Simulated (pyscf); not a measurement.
Elementary routes open to O=Si(Cl)–Cl + water (H₂O) in the gas phase (singlet surface):
A. O=Si(OH)–Cl + hydrogen chloride (HCl) (Cl–Si, H–O broken; O–Si, Cl–H formed)
B. HO–Si(OH)(Cl)–Cl (H–O broken; H–O, O–Si formed)

Structures and frequencies: ωB97X-D3(BJ)/def2-SVP in PySCF. MP2 and CC: frozen core, UHF for open shells. ΔMP2 is the change of the MP2 total energy from the triple- to the quadruple-zeta basis.

Task: Rank the routes by free-energy barrier at 900 K, lowest first, for CCSD(T)/def2-TZVPP + ΔMP2(QZVPP) energies (ideal gas, 1 atm, RRHO with modes under 100 cm⁻¹ raised to 100, one conformer, R ln 2 for chiral ones without a mode under 150 cm⁻¹).

Result: B (53.7 kJ/mol), A (133.5 kJ/mol)

Route B is the fastest of these, ahead of the next by 79.8 kJ/mol. The most stable products are those of B (ΔG = -182.4 kJ/mol), so kinetics and thermodynamics agree. At 298 K B is still the fastest. A: On the reactant side the descent ends in an adduct with a O–Si contact, 106.9 kJ/mol under the separated species and 102.4 kJ/mol under the saddle at ωB97X-D3(BJ)/def2-TZVP. On the product side the descent ends in a complex, 25.2 kJ/mol under the separated species and 40.9 kJ/mol under the saddle at ωB97X-D3(BJ)/def2-TZVP. B: On the reactant side the descent ends in an adduct with a O–Si contact, 106.9 kJ/mol under the separated species and 16.5 kJ/mol under the saddle at ωB97X-D3(BJ)/def2-TZVP. Only these routes are compared; each barrier is that of the saddle found, and lower ones may exist. The CCSD(T) − MP2 part came from Ansatz, without density fitting, on the same reference.
